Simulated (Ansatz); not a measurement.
Consider the hydrogenolysis of a C–C bond: `C#CC1CC1` + H₂ → `C1CC1` + `C#C`.

Computed with Ansatz on PBE0-D4/def2-TZVP structures; ΔE is electronic, products minus reactants. CBS: MP2 limit from def2 TZ/QZ plus the TZ coupled-cluster correction, frozen cores. This one scheme is used for every species. Functionals use def2-TZVPP. B3LYP here is the variant with VWN-RPA as its local correlation; programs differ in this. HSE06 is defined as in plane-wave codes.

Q: Is it downhill or uphill in electronic energy at CCSD(T)/CBS, and by how much? (An estimate is asked.)

A: Ansatz gave: Downhill: ΔE = -30.3 kJ/mol.

Q: What do these levels give: BLYP-D4, PBE0-D4, HSE06-D4, B2PLYP, PBE, BLYP, r2SCAN, PBE0, B3LYP, CCSD(T)/def2-SVP, MP2/CBS(def2), CCSD/CBS(def2)? (Estimate.)

A: Computed: BLYP-D4 -21.3, PBE0-D4 -23.5, HSE06-D4 -23.4, B2PLYP -31.5, PBE -23.9, BLYP -32.3, r2SCAN -23.5, PBE0 -28.2, B3LYP -34.3, CCSD(T)/def2-SVP -29.6, MP2/CBS(def2) -21.5, CCSD/CBS(def2) -35.3 kJ/mol.

Q: What do rigid-rotor, harmonic-oscillator terms from PBE0-D4/def2-TZVP frequencies (298.15 K, 1 bar) make of the CCSD(T)/CBS value? (Best estimate.)

A: Computed: ΔZPE = +19.3 kJ/mol, ΔH = -14.3 kJ/mol, ΔS = 10 J/(mol·K), ΔG = -17.4 kJ/mol.

Largest T1 diagnostic among the species: 0.013.

From PBE to PBE0 (25 % exact exchange), in def2-TZVPP and without D4, ΔE moves by −4.4 kJ/mol. The D4 term adds +8.5 kJ/mol with B3LYP and +4.8 kJ/mol with PBE0; it sums over pairs of atoms, weighted by their polarisabilities, and B3LYP, whose exchange is more repulsive, gets the larger term. In def2-TZVPP, CCSD(T) changes the Hartree–Fock value by +17.7 kJ/mol (the triples alone add +5.0 kJ/mol) and MP2 by +26.5 kJ/mol.
